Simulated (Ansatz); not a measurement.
Process, species as SMILES: F[C]=C(F)F → 2 C atom + 3 F atom
B3LYP-D3(BJ)/def2-TZVP geometries, fixed; electronic energies without zero-point terms.
Largest species:
```
C
C 1 1.3115
F 2 1.3045 1 129.75
F 1 1.3195 2 123.31 3 180.00
F 1 1.3269 2 124.94 3 0.00
```
Charge 0, spin multiplicity 2.

Basis-set convergence of the atomisation energy at B3LYP with Ansatz (a first-principles code). All functions are spherical. The program fits the integrals of some runs and decomposes those of others, by size. Open shells are unrestricted. No added dispersion term, no relativity. Functions are those of the species that has most. Reference: the value in aug-cc-pVQZ, 459.38 kcal/mol, itself unsure by roughly 0.49 kcal/mol (its mean distance from def2-QZVPPD, pcseg-3, def2-QZVPP). Deviations are taken from unrounded values.

```
basis              functions  atomisation energy (kcal/mol)  minus reference (kcal/mol)
-----------------  ---------  -----------------------------  --------------------------
pcseg-1                   70                         450.66                       -8.71
6-311G**                  90                         453.62                       -5.76
def2-SVPD                109                         466.75                        7.37
aug-pcseg-1              115                         454.25                       -5.13
pcseg-2                  150                         458.78                       -0.60
def2-TZVPP               155                         458.50                       -0.88
6-311++G(3df,3pd)        195                         461.49                        2.11
aug-cc-pVTZ              230                         457.97                       -1.40
def2-QZVPP               285                         458.74                       -0.64
```

The smallest set listed that lies within 4 kcal/mol of the reference with all its larger relatives (same family, alike in diffuse functions; a set with none counts only in the reference's own line) is pcseg-2 (150 functions, -0.60 kcal/mol off). Inside, with no larger relative to test it: 6-311++G(3df,3pd). (Relatives not listed, tested too: def2-QZVP -0.64, pcseg-3 0.08, aug-cc-pVQZ 0.00 kcal/mol.)
